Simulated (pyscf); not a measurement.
One substitution at Se on the doublet surface with elements of a group swapped. ωB97M-D3(BJ)/def2-TZVP, kcal/mol, from the separated reactants. Structures and frequencies: ωB97X-D3(BJ)/def2-SVP in PySCF.

```
step                                      barrier  reaction energy  imaginary mode (i cm⁻¹)
----------------------------------------  -------  ---------------  -----------------------
Cl–Ga(Cl)–SeH + H• -> H₂Se + [Cl–Ga–Cl]•      [?]              [?]                      506
HS–Ga(Cl)–Cl + H• → H₂S + [Cl–Ga–Cl]•         4.4            -13.0                      839
```

Q: Some entries are withheld; supply them.

A: 
- Cl–Ga(Cl)–SeH + H• -> H₂Se + [Cl–Ga–Cl]•, barrier: 3.4
- Cl–Ga(Cl)–SeH + H• -> H₂Se + [Cl–Ga–Cl]•, reaction energy: -10.0

Row 1: On the product side the descent ends in an adduct with a Ga–Se contact (not fully relaxed), 13.6 kcal/mol under the separated species and 19.8 kcal/mol under the saddle at ωB97X-D3(BJ)/def2-TZVP. Row 2: On the product side the descent ends in an adduct with a Ga–S contact, 13.1 kcal/mol under the separated species and 25.4 kcal/mol under the saddle at ωB97X-D3(BJ)/def2-TZVP. Each row is the saddle that its search found. Elements up to Kr have no core potential and no relativistic terms here.
